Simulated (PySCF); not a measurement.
**Unknown compound**

Molecular formula: C5H10. Simulated spectra:

¹H NMR (400 MHz, computed): δ 1.60 (s, 10H).

¹³C{¹H} NMR (computed): δ 30.1 (CH2).

PySCF calculation with J couplings at B3LYP/pcJ-2 (without the spin–dipole term), PBE0-D3(BJ)/def2-TZVP structure and NMR shieldings at B97-2/pcSseg-2/GIAO; a single conformation, non-relativistic Hamiltonian, in vacuum, equivalent nuclei averaged.

δ = σ(ref) − σ, references computed at the same level: ¹H (31.64 ppm), ¹³C (185.38 ppm) against TMS.

Q: Deduce the structure.

A: 
Rings plus π bonds: 1 (1 ring in the answer). 1 carbon signal for 5 carbons: some carbons are equivalent by symmetry or fast rotation. Carbon types of the structure: 5 × CH2, which accounts for all hydrogens. δC 30.1: sp3 CH2 in a ring; aliphatic region, no heteroatom directly attached. δH 1.60: hydrogen on an sp3 CH2 in a ring; far from electronegative atoms and π systems.

These data were computed for `C1CCCC1`.

This is the structure that produced the data.

Shifts are as computed. Against solution values, carbons near 30 ppm lie about +3 ppm off and those near 130 ppm about +7 ppm. Of 1309 compounds with measured shifts, 239 miss one by over three times the rms of a fit or turn the order of signals round; such compounds aren't used in these exercises.
